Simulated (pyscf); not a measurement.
**Elimination: HS–GaH₂ → S=GaH + H₂**

Gas phase, singlet surface, charge 0. Bonds broken: S1–H3, Ga2–H4. Bonds formed: H3–H4. Single points on ωB97X-D3(BJ)/def2-SVP structures (PySCF, gas phase).

Transition state (Å):

```xyz
5

S      0.5599    -0.9875    -0.0360
Ga    -1.2229    -0.1602     0.6851
H     -0.9563    -0.8724    -0.9536
H     -1.9429    -0.5646    -0.9451
H     -2.2426     0.5151     1.6221
```

One imaginary mode, 1618i cm⁻¹; descent along it reached the two sides named.

```json
[
 {"bond": "S1–H3", "change": "breaks", "reactant side (Å)": "1.347", "saddle": "1.776", "product side": "3.5"},
 {"bond": "Ga2–H4", "change": "breaks", "reactant side (Å)": "1.560", "saddle": "1.827", "product side": "3.1"},
 {"bond": "H3–H4", "change": "forms", "reactant side (Å)": "3.1", "saddle": "1.034", "product side": "0.761"}
]
```

Electronic energies relative to the reactant's lowest minimum found (eV):

```
level                   barrier  reaction energy  reverse barrier
----------------------  -------  ---------------  ---------------
ωB97X-D3(BJ)/def2-TZVP     2.33            +1.05             1.27
PBE/def2-TZVP              1.85            +0.81             1.04
r²SCAN/def2-TZVP           1.99            +0.91             1.08
B3LYP-D3(BJ)/def2-TZVP     2.13            +0.86             1.27
PBE0-D3(BJ)/def2-TZVP      2.06            +1.00             1.06
M06-2X/def2-TZVP           2.15            +0.90             1.25
ωB97M-D3(BJ)/def2-TZVP     2.26            +0.99             1.26
HF/def2-TZVP               2.80            +1.11             1.69
```

With ωB97M-D3(BJ)/def2-TZVP energies and thermal terms (ideal gas, 1 atm, RRHO with modes under 100 cm⁻¹ raised to 100, one conformer, R ln 2 for chiral ones without a mode under 150 cm⁻¹), in eV:

```tsv
T (K)	ΔH‡	ΔG‡	ΔH	ΔG
298	2.16	2.18	+0.92	+0.63
600	2.13	2.21	+0.94	+0.33
900	2.11	2.25	+0.94	+0.02
1200	2.10	2.29	+0.92	-0.29
```

At the saddle there is also a short Ga–H contact that neither side keeps. S=GaH lies 0.56 eV over its isomer HS–Ga [singlet] (electronic energy, ωB97M-D3(BJ)/def2-TZVP). This is the saddle that the search found; another between the same sides may lie lower. Elements up to Kr have no core potential and no relativistic terms here.
